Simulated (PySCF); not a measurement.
## How the method moves the adiabatic energies of losing or gaining an electron of `c1c[cH+]1` ([C3H3]+)

All levels share the PBE0-D3(BJ)/def2-SVP structures and the PBE0-D3(BJ)/def2-SVP thermal terms; only the single-point energies (PySCF) change. Values are adiabatic energies of losing or gaining an electron (0 K, eV).

| level | recombination energy to the radical | time |
| --- | --- | --- |
| BHandHLYP/ma-def2-TZVP | 5.92 | 12 s |
| B97-2/ma-def2-TZVP | 5.99 | 11 s |
| M06-L/ma-def2-TZVP (grid 3) | 6.00 | 46 s |
| PBE0-D3(BJ)/6-31G* | 6.01 | 4.3 s |
| M06-2X/ma-def2-TZVP (grid 3) | 6.04 | 29 s |
| CAM-B3LYP-D3(BJ)/ma-def2-TZVP | 6.13 | 14 s |
| PBE0-D3(BJ)/cc-pVTZ | 6.14 | 12 s |
| PBE0-D3(BJ)/6-31G | 6.15 | 3.3 s |
| PBE0-D3(BJ)/ma-def2-TZVP | 6.15 | – |
| PBE0-D3(BJ)/def2-TZVPD | 6.15 | 14 s |
| PBE0-D3(BJ)/aug-cc-pVTZ | 6.16 | 26 s |
| TPSS-D3(BJ)/ma-def2-TZVP (grid 3) | 6.16 | 45 s |
| PBE0-D3(BJ)/pcseg-2 | 6.16 | 12 s |
| PBE0-D3(BJ)/6-311++G(2d,2p) | 6.17 | 9.7 s |
| PBE0-D3(BJ)/def2-SVP | 6.19 | 4.8 s |
| PBE0-D3(BJ)/aug-cc-pVDZ | 6.19 | 8.6 s |
| PBE0-D3(BJ)/def2-SV(P) | 6.20 | 4.3 s |
| OPBE/ma-def2-TZVP | 6.21 | 20 s |
| PBE0-D3(BJ)/aug-pcseg-1 | 6.21 | 8.3 s |
| PBE0-D3(BJ)/def2-SVPD | 6.22 | 7.1 s |
| r2SCAN-D3(BJ)/ma-def2-TZVP (grid 3) | 6.23 | 43 s |
| PBE0-D3(BJ)/ma-def2-SVP | 6.24 | 5.9 s |
| LDA/ma-def2-TZVP | 6.25 | 70 s |
| BP86-D3(BJ)/ma-def2-TZVP | 6.31 | 20 s |

Times are wall times for all single points of a level on 1 thread of Arm Neoverse V1, a shared host; the dash marks the run that also made the structures. BP86, LDA, M06-L, OPBE, TPSS, r2SCAN ran on a slower path of this set-up, which computes the density-fitting integrals anew in every SCF cycle while the other levels store them. So the times needn't show the usual order of cost, and those levels read slower than they are.

The spread: 0.39 eV, from 5.92 to 6.31.

Caveats: C1 and C2 are equivalent in the parent, but the relaxed radical is symmetry-broken (D3h to Cs), as a Jahn-Teller-type distortion or an artefact of the method; its spin populations, distances and adiabatic value belong to that structure.
